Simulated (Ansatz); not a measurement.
# Worked example: correlation energy of BH2⁺, triplet

Geometry: a point of a breathe scan, not a stationary point.

| atom | x (Å) | y (Å) | z (Å) |
| --- | --- | --- | --- |
| B | 0.0000 | 0.0000 | -0.2224 |
| H | 0.0000 | 0.9330 | 1.1927 |
| H | 0.0000 | -0.9330 | 1.1927 |

Basis aug-cc-pVTZ; Ansatz 0.2.0. Correlated methods freeze the noble-gas cores, which leaves 4 electrons in 91 orbitals. Prefix R: restricted or restricted open-shell reference; prefix U: unrestricted.

Full CI is exact within this basis and frozen core; it isn't the basis-set limit. The frozen core follows each run's orbitals, which can shift R against U totals by a few meV.

Runs differ by some tens of microhartree through their thresholds and, for an open shell, their frozen cores, so steps under 0.1 kcal/mol mean nothing.

| level | total energy (hartree) |
| --- | --- |
| UHF | -25.291321 |
| UMP2 | -25.340720 |
| UCCSD | -25.364762 |
| UCCSD(T) | -25.366815 |
| UCCSDT | -25.367570 |
| UCCSDT(Q) | -25.367605 |
| full CI | -25.367602 |

**Question.** What is the correlation energy at full CI, and what share of it do UMP2 and UCCSD(T) recover?

**Answer.** E(corr) = -25.367602 − (-25.291321) = -0.076281 hartree = -2.076 eV. UMP2: -0.049399 / -0.076281 = 64.76 %. UCCSD(T): -0.075494 / -0.076281 = 98.97 %.

**Question.** By how many kcal/mol does UCCSD(T) miss full CI (1 hartree = 627.509 kcal/mol), and which steps make up the rest?

**Answer.** -25.366815 − (-25.367602) = 0.000787 hartree = 0.49 kcal/mol. Steps: UCCSDT − UCCSD(T) = -0.47, UCCSDT(Q) − UCCSDT = -0.02, full CI − UCCSDT(Q) = 0.00 kcal/mol. That is within 1 kcal/mol of the reference in this basis, which itself misses far more of the correlation at the basis-set limit.
